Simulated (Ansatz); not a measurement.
This Ansatz (a first-principles code) input (PBE0/6-31G) gives -499.18701 Eh with 26 basis functions.

Ansatz 0.2 input:
```yaml
crystal:
  periodic: [false, false, false]
  atoms:
    - {symbol: C, position_ang: [0.01225366, -0.24478813, -1.08693639]}
    - {symbol: Cl, position_ang: [-0.00641773, 0.12820516, 0.56927130]}
    - {symbol: H, position_ang: [0.96940014, -0.33504208, -1.57184899]}
    - {symbol: H, position_ang: [-0.93382079, -0.37571690, -1.58414476]}
basis:
  gaussian:
    orbitals: 6-31G
hamiltonian:
  xc: {name: PBE0}
magnetization: {spin_polarized: true, initial_magnetization: 1}
```

Change:
```diff
- orbitals: 6-31G
+ orbitals: def2-TZVPD
```

Task: What does the run give now?

Result: -499.27163 Eh (PBE0/def2-TZVPD, 101 functions), a change of -84.62 mEh.
